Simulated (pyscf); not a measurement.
As≡As + water (H₂O) → HO–As=AsH, an addition across a multiple bond or ene-type step (singlet surface; H–O broken, As–O, As–H formed). PySCF, gas phase, ωB97X-D3(BJ)/def2-SVP geometries. Correlated levels are frozen-core, on RHF or UHF. ΔMP2 is the change of the MP2 total energy from the triple- to the quadruple-zeta basis. Energies in eV from the separated reactants.

Small-basis levels: PySCF, no dispersion term, spherical d functions. AM1 to PM7: differences of heats of formation from MOPAC, which are fitted to 298 K values and so differ in kind from electronic energies by zero-point and thermal terms. GFN2-xTB: tblite. 

| level | barrier | reaction energy |
|---|---|---|
| HF/3-21G | 1.39 | -0.11 |
| MP2/6-31G*+LANL2DZ | 1.80 | +0.56 |
| PBE/6-31G*+LANL2DZ | 0.88 | -0.11 |
| B3LYP/STO-3G | 0.13 | -1.22 |
| B3LYP/LANL2DZ | 1.16 | +0.06 |
| B3LYP/6-311+G**+LANL2DZ | 1.41 | +0.19 |
| B3LYP/def2-SVP | 1.20 | +0.01 |
| GFN2-xTB | 1.20 | -0.75 |
| AM1 | 1.48 | +0.04 |
| CCSD(T)/def2-TZVPP + ΔMP2(QZVPP) | 1.50 | +0.25 |

Against the last row the barrier runs from -1.37 (B3LYP/STO-3G) to +0.30 eV (MP2/6-31G*+LANL2DZ). CCSD(T)/def2-TZVPP + ΔMP2(QZVPP) has limits of its own. One saddle was located; it need not be the lowest between these sides. The CCSD(T) − MP2 part came from Ansatz, without density fitting, on the same reference. The frozen core leaves the outer d or s,p core shells of the metals and heavy elements correlated in the MP2 and CC values, and def2-TZVPP describes them poorly, which can shift differences by a few kcal/mol. In the def2 sets elements up to Kr have no core potential.
